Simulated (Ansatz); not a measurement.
Species: CH5Si, net charge -1, singlet state. It need not be the lowest isomer of its formula. Whether it binds its extra electron was not tested at this geometry. 
Structure (B3LYP-D3(BJ)/def2-TZVP (Ansatz, an electronic-structure program) minimum search):
```xyz
7

C     -0.0142    -0.0695    -1.2342
Si     0.0083     0.1701     0.7319
H     -0.0173    -1.1129    -1.5686
H     -0.8989     0.4194    -1.6598
H      0.8596     0.4208    -1.6802
H     -1.1142    -0.8468     1.0468
H      1.1395    -0.8450     1.0207
```
Charge -1, spin multiplicity 1.

Basis-set convergence of Hartree-Fock and CCSD correlation energies (hartree) with Ansatz. Cores are frozen in the correlated levels unless marked. No spin-orbit coupling. No relativistic terms.

| basis | functions | E(HF) | E(corr, CCSD) |
|---|---|---|---|
| aug-cc-pV(D+d)Z | 100 | -329.67634 | -0.32442 |
| aug-cc-pV(T+d)Z | 216 | [?] | [?] |

### Question
Fill in the missing entries.

### Answer

- aug-cc-pV(T+d)Z, E(HF): -329.69892
- aug-cc-pV(T+d)Z, E(corr, CCSD): -0.37203
